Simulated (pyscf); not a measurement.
Structures and frequencies: ωB97X-D3(BJ)/def2-SVP in PySCF.

SMILES: C=C(C)C(=O)OC(C)C
```xyz
21

C      0.9326     1.5705    -2.6906
C      0.2732     1.4630    -1.5319
C     -1.0666     2.0894    -1.2517
C      0.9308     0.6568    -0.4460
O      2.0000     0.1040    -0.5451
O      0.1784     0.6250     0.6654
C      0.6892    -0.1150     1.7954
C      0.4033    -1.5980     1.6055
C      0.0240     0.4776     3.0256
H      0.5206     2.1404    -3.5288
H      1.9038     1.0838    -2.8143
H     -1.8089     1.3220    -0.9831
H     -1.4288     2.6425    -2.1302
H     -1.0042     2.7805    -0.3968
H      1.7785     0.0443     1.8287
H     -0.6805    -1.7697     1.5071
H      0.9113    -1.9746     0.7063
H      0.7693    -2.1685     2.4733
H     -1.0685     0.3469     2.9749
H      0.2424     1.5530     3.1048
H      0.3930    -0.0222     3.9342
```

How much does it cost (ΔH, 298 K, ωB97M-D3(BJ)/def2-TZVP) to split H₂C=C(CH₃)–C(=O)–O–CH(CH₃)–CH₃ at its C–O bond into H₂C=C(CH₃)–C(O•)=O + H₃C–CH•–CH₃?

C–O to H₂C=C(CH₃)–C(O•)=O + H₃C–CH•–CH₃: 374.9 kJ/mol. The 7 functionals that were run give +312.9 (PBE) to +396.0 kJ/mol (M06-2X). The radicals are drawn with the spin at the cut bond; how far it spreads was not checked. Other isomers of H₂C=C(CH₃)–C(O•)=O, H₃C–CH•–CH₃ were not searched in full and may lie lower.
